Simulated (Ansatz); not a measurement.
Input file:

```yaml
crystal:
  periodic: [false, false, false]
  atoms:
    - {symbol: B, position_ang: [0.000000, 0.036496, 0.888221]}
    - {symbol: N, position_ang: [0.000000, -0.160873, -0.563481]}
    - {symbol: H, position_ang: [0.000000, 1.844097, -1.696575]}
basis:
  gaussian: {orbitals: 6-31G}
magnetization: {spin_polarized: false, initial_magnetization: 3}
correlation: {method: ccsdtq, electrons: outside_noble_gas}
```

```sh
$ ansatz run in.yaml --threads 1 --pin off --events-out ev --progress --plain --max-ram 2393MiB
```

Log:

```
463 factors; integrals over basis functions are off by at most 1.1e-7 eV
mean field evaluation 1: about -2159.2526 eV, gradient 1.6e1 eV
mean field evaluation 2: about -2159.2553 eV, gradient 1.6e1 eV
mean field evaluation 4: about -2160.9411 eV, gradient 4.9e0 eV
mean field evaluation 8: about -2161.2474 eV, gradient 3.6e-1 eV
mean field evaluation 16: about -2159.7281 eV, gradient 1.7e1 eV
mean field evaluation 32: about -2161.2500 eV, gradient 2.1e-4 eV
mean field evaluation 64: about -2158.5571 eV, gradient 2.0e1 eV
mean field evaluation 96: about -2161.2485 eV, gradient 1.0e-1 eV
mean field evaluation 128: about -2161.1105 eV, gradient 1.8e0 eV
mean field evaluation 160: about -2161.2480 eV, gradient 5.2e-3 eV
...
cycle  19  -4.62292660 eV  change   -1.3e-5 eV  update   3.6e-5
cycle  20  -4.62291198 eV  change    1.5e-5 eV  update   2.5e-5
cycle  21  -4.62291148 eV  change    5.0e-7 eV  update   1.5e-5
cycle  22  -4.62291206 eV  change   -5.8e-7 eV  update   8.7e-6
cycle  23  -4.62290807 eV  change    4.0e-6 eV  update   5.9e-6
cycle  24  -4.62291132 eV  change   -3.3e-6 eV  update   4.2e-6
cycle  25  -4.62290966 eV  change    1.7e-6 eV  update   3.4e-6
cycle  26  -4.62290705 eV  change    2.6e-6 eV  update   2.2e-6
cycle  27  -4.62290691 eV  change    1.4e-7 eV  update   1.5e-6
cycle  28  -4.62290703 eV  change   -1.2e-7 eV  update   8.9e-7
Total energy: -2165.87288548 eV, -79.5943604599 hartree
```

For the same geometry and basis full CI lies 0.9 meV lower.

Ran on 1 thread of Arm Neoverse V1, shared host: 41 s wall, 0.26 GiB peak host memory.
